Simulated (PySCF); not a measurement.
**cyclohexene: calculation against experiment**

**Experimental background.**

From NIST CCCBDB Release 22 (SRD 101), experimental dipoles, for the gas: dipole moment 0.331 D.

The runs below try to reproduce these values; the comparison stands at the end.

Compound: cyclohexene, C6H10.
Atom-mapped SMILES: `[CH:1]1=[CH:2][CH2:3][CH2:4][CH2:5][CH2:6]1` (hydrogens: H7 on C1; H8 on C2; H9, H10 on C3; H11, H12 on C4; H13, H14 on C5; H15, H16 on C6)

Cartesian coordinates in Å at the PBE0-D3(BJ)/def2-SVP level; atoms count from 1:
```
atom  x, y, z in Å
C1    -0.015    1.514    0.337
C2     1.195    0.944    0.296
C3     1.414   -0.504   -0.031
C4     0.170   -1.155   -0.628
C5    -1.084   -0.750    0.138
C6    -1.290    0.761    0.097
H7    -0.095    2.583    0.558
H8     2.080    1.552    0.507
H9     2.268   -0.602   -0.723
H10    1.724   -1.041    0.886
H11    0.065   -0.840   -1.681
H12    0.281   -2.251   -0.639
H13   -0.984   -1.074    1.189
H14   -1.970   -1.266   -0.265
H15   -2.045    1.066    0.841
H16   -1.712    1.063   -0.881
```

The PySCF runs (gas phase, on this PBE0-D3(BJ)/def2-SVP geometry; no spin–orbit coupling):

```json
{"level": "wB97X-D/pcSseg-2", "job": "shieldings, ring-centre shieldings", "basis functions": "356"}
{"level": "BP86/pcSseg-1", "job": "shieldings, ring-centre shieldings", "basis functions": "152"}
{"level": "PBE/pcSseg-1", "job": "shieldings, ring-centre shieldings", "basis functions": "152"}
{"level": "PBE0/STO-3G", "job": "shieldings, ring-centre shieldings, charges and field gradients", "basis functions": "40"}
{"level": "PBE0/def2-SVP", "job": "10 singlets by full TDDFT, 4 Tamm–Dancoff triplets, polarisability", "basis functions": "134"}
{"level": "PBE0/cc-pVDZ", "job": "shieldings, ring-centre shieldings, charges and field gradients", "basis functions": "134"}
{"level": "PBE0/pcSseg-0", "job": "shieldings, ring-centre shieldings, charges and field gradients", "basis functions": "74"}
{"level": "B3LYP/pcSseg-1", "job": "shieldings, ring-centre shieldings", "basis functions": "152"}
{"level": "KT2/pcSseg-1", "job": "shieldings, ring-centre shieldings", "basis functions": "152"}
{"level": "mPW1PW91/pcSseg-1", "job": "shieldings, ring-centre shieldings", "basis functions": "152"}
{"level": "wB97X-D/def2-SVPD", "job": "10 singlets by full TDDFT, 4 Tamm–Dancoff triplets, polarisability, ΔSCF ions", "basis functions": "200"}
{"level": "B3LYP/pcJ-1", "job": "spin–spin couplings from 16 perturbed nuclei, spin–dipole term left out", "basis functions": "262"}
```

**Comparison with experiment**

**Dipole moment.** Measured: 0.331 D (NIST CCCBDB Release 22 (SRD 101), experimental dipoles).

```
            level  computed (D)  computed − measured (D)  % (from the printed values)
 wB97X-D/pcSseg-2         0.375                   +0.044                          +13
    BP86/pcSseg-1         0.345                   +0.014                           +4
     PBE/pcSseg-1         0.339                   +0.008                           +2
      PBE0/STO-3G         0.256                   -0.075                          -23
    PBE0/def2-SVP         0.286                   -0.045                          -14
     PBE0/cc-pVDZ         0.301                   -0.030                           -9
    PBE0/pcSseg-0         0.233                   -0.098                          -30
   B3LYP/pcSseg-1         0.311                   -0.020                           -6
     KT2/pcSseg-1         0.337                   +0.006                           +2
mPW1PW91/pcSseg-1         0.331                    0.000                            0
wB97X-D/def2-SVPD         0.350                   +0.019                           +6
      B3LYP/pcJ-1         0.310                   -0.021                           -6
```

12 of the 31 levels run are shown, the closest and the furthest among them. The computed dipoles belong to one fixed geometry; measured ones are averaged over vibrations unless marked μe. Magnitudes are compared, not signs.

No measured geometry was used, and the causes of the misses weren't examined.
